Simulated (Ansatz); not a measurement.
Ideal-gas functions of `[Mg]=[S]` at 298.15 K and 1 bar, from an Ansatz frequency run at PBE0-D4/def2-TZVP.

Molar mass 56.37 g/mol, point group C∞v (symmetry number 1), electronic degeneracy 1, moments of inertia 63.071 u Å². Harmonic wavenumbers (cm⁻¹, unscaled): 544.

Use S(trans) = R[1.5 ln M + 2.5 ln T − 1.1517]; rotational temperatures θ = 24.2544 K / I; S(rot) = R[ln(T/σθ) + 1]; for each mode x = 1.438777 ν̃/T, S = R[x/(eˣ − 1) − ln(1 − e⁻ˣ)] and H = RT x/(eˣ − 1); 1 cm⁻¹ = 0.0119627 kJ/mol; R = 8.31446 J/(mol·K).

**Question.** By hand: the entropy, in J/(mol·K).

**Answer.** Translation 159.1. Rotation: θ = 0.3846 K, giving 63.6. Vibration, mode by mode: 2.33, in all 2.3. Electronic 0.0. Sum 225.0 J/(mol·K).

**Question.** By hand: H − E and G − E in kJ/mol, counted from the electronic energy.

**Answer.** Zero-point energy ½ × 544 × 0.0119627 = 3.3; thermal vibration 0.5; translation, rotation and pV give 3.5 RT = 8.7. H − E = 12.5 kJ/mol, and G − E = 12.5 − 298.15 × 225.0/1000 = -54.6 kJ/mol.

Vibration gives 1 % of the entropy.
